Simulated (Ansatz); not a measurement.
Born–Oppenheimer molecular dynamics of BFH4O (7 atoms, charge 0, multiplicity 1). It starts at the highest image of a converged band. Of that band: Neighbouring images differ by up to 1.8 eV, so the band resolves the path poorly. A vibrational analysis at the climbing image gives one clearly imaginary mode, 1437i cm⁻¹: a first-order saddle point.

Level of theory: RKS B3LYP-D4/def2-SVP (Ansatz 0.2.0).

```
ensemble                      : NVE (velocity Verlet)
time step                     : 0.5 fs
steps asked                   : 200
starting velocities drawn for : 300 K
seed                          : 5961
```

First frame:

```xyz
7
Properties=species:S:1:pos:R:3
B 0.026 -0.228 0.015
H -0.110 0.131 1.356
H 1.007 0.326 -0.411
F -1.164 -0.067 -0.607
O 0.275 -1.729 0.392
H -0.553 -2.215 0.242
H 0.041 -0.907 1.297
```

Problem. How far do the bonds stretch over the last three quarters of this one trajectory? (Pairs bonded in most of those frames.)

Solution. 
```json
{"bond": "B1–H2", "mean (Å)": "1.211", "spread (Å)": "0.041", "shortest": "1.15", "longest": "1.27"}
{"bond": "B1–H3", "mean (Å)": "1.210", "spread (Å)": "0.015", "shortest": "1.18", "longest": "1.24"}
{"bond": "B1–F4", "mean (Å)": "1.339", "spread (Å)": "0.030", "shortest": "1.29", "longest": "1.40"}
{"bond": "O5–H6", "mean (Å)": "0.971", "spread (Å)": "0.010", "shortest": "0.95", "longest": "0.99"}
{"bond": "O5–H7", "mean (Å)": "0.981", "spread (Å)": "0.034", "shortest": "0.93", "longest": "1.05"}
```

Mean temperature of the second half: 865 K. The conserved energy stayed within 0.22 meV per atom of its start (net change -0.089 meV per atom), so the integration is sound. The system heated up, since it started high on the potential surface and ran downhill. A run of 0.1 ps of so small a system gives no equilibrium averages. The orbitals stay closed-shell, which can raise the energy where a bond breaks towards radicals; this wasn't checked here.

Run time: 4.2 min on 1 thread of Arm Neoverse V2, on a shared host, peak memory 0.1 GiB.
